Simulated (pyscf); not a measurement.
Structures and frequencies: ωB97X-D3(BJ)/def2-SVP in PySCF.

Problem. For the elementary gas-phase step H₃C–In(CH₃)–OH (SMILES [CH3][In]([CH3])[OH]) + CH₄ (SMILES C) → H₃C–In(CH₃)–CH₃ (SMILES [CH3][In]([CH3])[CH3]) + H₂O (SMILES O) (singlet surface; In–O, C–H broken, C–In, H–O formed), what barrier and reaction energy does ωB97M-D3(BJ)/def2-TZVP give, measured from the separated reactants?

Solution. ΔE‡ = 1.26 eV, ΔE = +0.81 eV. Zero-point energy shifts the barrier by -0.06 eV. It is a four-centre exchange, with an imaginary mode of 1399i cm⁻¹. On the product side the descent ends in an adduct with a In–O contact, 0.54 eV under the separated species and 0.94 eV under the saddle at ωB97X-D3(BJ)/def2-TZVP. What is counted as broken (In–O) persists as a longer contact in the product adduct; parting that adduct is a step of its own. One saddle was located; it need not be the lowest between these sides. Elements past Kr carry the def2 core potentials, without spin-orbit coupling.
